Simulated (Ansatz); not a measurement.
## AlBH4O, SMILES [BH2][AlH][OH]: the energy of protonation at one site, step by step

With the Ansatz DFT code, driven from Python.

Run as a notebook:

```python
import ansatz as az
import numpy as np

geometry_ang = [
    ("B", (-1.1917, 0.3215, -0.636)),
    ("Al", (0.3805, 0.1199, 0.6021)),
    ("O", (1.3239, -1.4303, 0.5348)),
    ("H", (-1.4687, -0.4849, -1.3999)),
    ("H", (-1.8636, 1.3606, -0.6327)),
    ("H", (0.7966, 1.3044, 1.6119)),
    ("H", (2.0842, -1.2592, -0.1259)),
]
mol = az.Crystal.molecule()
for symbol, xyz in geometry_ang:
    mol = mol.atom(symbol, xyz)
```

```python
calc = (
    mol.calculation()
    .basis(gaussian="6-31G*")  # the orbital basis, by name
    .functional("hf")
    .scf(lower_state_search="standard")
)
symbols = [site.symbol for site in mol.cartesian_sites]
start = np.array([site.position_ang for site in mol.cartesian_sites], dtype=float)
r = calc.relax(force_tolerance=0.01).run(threads=1).report
end = np.array(r["positions_ang"])
```

    

```python
# put the proton on the side away from the neighbours, slightly off axis
away = sum((end[2] - end[j]) / np.linalg.norm(end[2] - end[j]) for j in [1, 6]) + np.array([0.15, 0.1, -0.2])
proton = end[2] + 1.0 * away / np.linalg.norm(away)
acid = az.Crystal.molecule()
for symbol, place in zip(symbols, end):
    acid = acid.atom(symbol, place.tolist())
acid = acid.atom("H", proton.tolist())
protonated = (
    acid.calculation()
    .basis(gaussian="6-31G*")
    .functional("hf")
    .scf(lower_state_search="standard")
    .charge(1)  # electrons removed from the neutral system
    .relax(force_tolerance=0.01, max_steps=80)
)
after = protonated.run(threads=1).report
xyz = np.array(after["positions_ang"])
reach = np.linalg.norm(xyz[:-1] - xyz[-1], axis=1)
print(f"base {r['free_energy_ev']:.5f} eV, protonated {after['free_energy_ev']:.5f} eV")
print(f"the proton ends {reach.min():.3f} A from {symbols[reach.argmin()]}{reach.argmin()}")
print(f"electronic proton affinity {96.485332 * (r['free_energy_ev'] - after['free_energy_ev']):.1f} kJ/mol")
```

    base -9354.67070 eV, protonated -9363.55670 eV
    the proton ends 0.958 A from O2
    electronic proton affinity 857.4 kJ/mol

Caveats:
- The settings weren't tested for convergence.
- The proton is put on one chosen atom, which needn't be the most basic site, so the molecule's proton affinity can be higher; the ends are stationary points, not checked by frequencies, and zero-point and thermal terms count only where printed.
- Hartree-Fock leaves correlation out, so bond, atomisation and ionisation energies come out well too low.
- The whole script took 30 s on 1 thread of Arm Neoverse V1 (shared host), peak memory 0.19 GiB.

(Lines on the test bed's own set-up are left out of the output.)
